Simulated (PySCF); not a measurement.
**Which basis set comes closest?**

Molecule: SMILES PPP, H₅P₃.

Atom-mapped SMILES (the numbers label the heavy atoms): `[PH2:1][PH:2][PH2:3]`. Hydrogens are named by the atom that carries them.

Geometry PBE0-D3(BJ)/def2-SVP throughout; GIAO in PySCF 2.14.0 with density-fitted response routines, gas phase, one conformer, non-relativistic; equivalent atoms averaged; functional PBE0.

Reference values (measured; solution; W. H. Hersh, T.-Y. Chan, Beilstein J. Org. Chem. 19 (2023) 36, supporting information): δ(P1/P3) = -162.6 ppm vs 85 % H3PO4, δ(P2) = -179.1 ppm vs 85 % H3PO4. Computed shifts are taken against H3PO4, calculated as an isolated molecule at each level.

**Question.** How do the basis sets pcSseg-0, cc-pVDZ, aug-cc-pVDZ, cc-pVTZ, IGLO-III perform against the reference? Times are CPU seconds on 1 thread of an Arm Neoverse V1, shared host.

**Answer.** 
```
  basis set  functions   P1/P3      P2  mean abs. error P  core-s
   pcSseg-0         49  -270.7  -223.9               76.5     2.1
    cc-pVDZ         79  -180.0  -139.9               28.3     3.8
aug-cc-pVDZ        126  -195.3  -157.5               27.2     6.7
    cc-pVTZ        172  -209.6  -168.5               28.8      10
   IGLO-III        182  -210.0  -163.4               31.5     9.6
```

For $^{31}$P the closest is aug-cc-pVDZ (27.2 ppm) and the furthest pcSseg-0 (76.5 ppm). Where a smaller basis beats a larger one, errors probably cancel. One molecule is a small sample, and vibrational and solvent effects are absent from the calculation.

A small basis that lands close on one nucleus may do so by chance; judge by the trend and by all nuclei.
